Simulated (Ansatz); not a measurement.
Molecule (SMILES): F (HF).
Atoms: F1, H2. Bonds: F1-H2.

Basis-set convergence of the optimised F1-H2 bond length at HF with Ansatz (an electronic-structure program). All functions are spherical. The program fits the integrals of some runs and decomposes those of others, by size. No added dispersion term, no relativity. Reference: the value in aug-cc-pV5Z, 0.8970 Å, itself unsure by roughly 0.0001 Å (its mean distance from pcseg-4, aug-pcseg-3, aug-cc-pVQZ). Deviations are taken from unrounded values.

```csv
basis,functions,optimised F1-H2 bond length (Å),minus reference (Å)
cc-pVDZ,19,0.9015,0.0044
def2-SVP,19,0.9006,0.0035
"6-311++G(2d,2p)",37,0.8973,0.0003
def2-TZVPD,49,0.9005,0.0034
def2-TZVPPD,57,0.8978,0.0008
cc-pVQZ,85,0.8969,-0.0002
def2-QZVPPD,99,0.8972,0.0001
aug-cc-pVQZ,126,0.8973,0.0002
aug-pcseg-3,134,0.8971,0.0000
```
